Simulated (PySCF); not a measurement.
An unknown shows these calculated signals:

1H NMR (600 MHz, computed): δ 8.00 (d, 2H), 7.84 (m, 1H), 7.78 (m, 2H).

13C{1H} NMR (computed): δ 140.0 (CH), 137.7 (CH), 134.5 (CH), 124.5 (C), 117.8 (C).

Gas phase, one conformer, no relativistic terms, averaged over atoms made equivalent by symmetry, fast rotation or ring inversion. Geometry from GFN2-xTB; shielding tensors at PBE0/pcSseg-1 (GIAO); PySCF 2.14.

Shifts are taken against calculated references (same method and geometry level): 1H (σ = 31.72 ppm) and 13C (σ = 186.93 ppm) vs TMS.

Question: Which of these does the molecule contain: a nitrile, a methoxy group, a tert-butyl group, a CF3 group, a benzene ring?

Answer: 
- A nitrile: yes (δC 124.5).
- A methoxy group: no.
- A tert-butyl group: no.
- A CF3 group: no.
- A benzene ring: yes.

The data belong to SMILES N#Cc1ccccc1, C₇H₅N; they needn't prove each group on their own.

Carbon signals by region: 5 in the sp2 and nitrile region (100–160 ppm).

Shifts are as computed. Against solution values, carbons near 30 ppm lie about +3 ppm off and those near 130 ppm about +5 ppm. Of 1211 compounds with measured shifts, 218 miss one by over three times the rms of a fit or turn the order of signals round; such compounds aren't used in these exercises. Multiplicities follow the n + 1 count of equivalent neighbours, as no J values were calculated; m marks all less simple cases, F and P coupling included.
